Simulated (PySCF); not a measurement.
## Core-level binding energies of isocyanodiacetylene

Isocyanodiacetylene, C5HN.
Numbering: `[C-:1]#[N+:2][C:3]#[C:4][C:5]#[CH:6]`

Geometry (GFN2-xTB, Å), atoms numbered from 1 in this order:
```
atom  x, y, z in Å
C1     3.267   -0.688    1.704
N2     2.228   -0.468    1.201
C3     1.090   -0.228    0.651
C4     0.015   -0.002    0.134
C5    -1.179    0.249   -0.444
C6    -2.246    0.473   -0.961
H7    -3.172    0.669   -1.412
```

The calculation used PySCF, delta-SCF UKS SCAN, pcX-2 on the ionised atom, pcseg-1 elsewhere, spin-free X2C. Binding energies are ΔSCF values: E(core-ionised, relaxed orbitals) − E(ground state) at a fixed geometry, referred to the vacuum level.

Problem. What binding energy does each computed site have?

Solution. 
| atom(s) | environment | level | binding energy (eV) | above the level's lowest (eV) | count |
| --- | --- | --- | --- | --- | --- |
| C6 | terminal alkyne carbon | C 1s | 290.83 | 0.00 | 1 |
| C5 | alkyne carbon | C 1s | 291.81 | +0.98 | 1 |
| C4 | alkyne carbon | C 1s | 291.90 | +1.07 | 1 |
| C3 | alkyne carbon | C 1s | 292.64 | +1.81 | 1 |
| N2 | isocyanide nitrogen | N 1s | 407.60 | 0.00 | 1 |

The listed C 1s values span 1.81 eV, from C6 (bonded to C (triple bond) and H) to C3 (bonded to N and C (triple bond)).

Problem. Which photon energy gives electrons from C 1s of C3 a kinetic energy of 100 eV, and what is their de Broglie wavelength?

Solution. hν = 292.64 + 100 = 392.64 eV, recoil neglected; λ = 12.264 Å/√(E/eV) = 1.23 Å.

The list is incomplete; no value stands for C 1s of C1 (hole states with ⟨S²⟩ of 1 or more are left out). Spin contamination (⟨S²⟩ against 0.75 for a pure doublet) is marked for C 1s of C3 (0.94), C 1s of C4 (0.95), C 1s of C5 (0.96) and C 1s of C6 (0.89), which makes these values less certain. Isolated species at its GFN2-xTB geometry, gas phase.
